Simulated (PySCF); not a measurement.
BHCl₂, optimised at GFN2-xTB:

```xyz
4

B      0.2726    -0.1304    -0.2187
Cl    -0.0985     0.7221    -1.6434
Cl    -0.1166    -1.7811    -0.0843
H      0.7982     0.4214     0.6733
```

Energies from PySCF (xtb for GFN2), thermal terms from the rigid-rotor harmonic-oscillator model, ideal gas at 1 bar. 6-31G* has spherical d functions here. All species are closed-shell singlets. B3LYP is the form with VWN-RPA correlation.

Task: List the harmonic frequencies (cm⁻¹, unscaled) at this level and at the other levels, each on its own geometry.

Result: 
- GFN2-xTB: 274, 664, 689, 749, 1025, 2602
- B3LYP/6-31G*: 294, 736, 786, 905, 1120, 2747
- HF/6-31G*: 310, 772, 849, 950, 1204, 2874
- PBE/def2-SVP: 286, 732, 758, 893, 1072, 2626
- PBE0/def2-TZVP: 290, 746, 785, 913, 1098, 2700
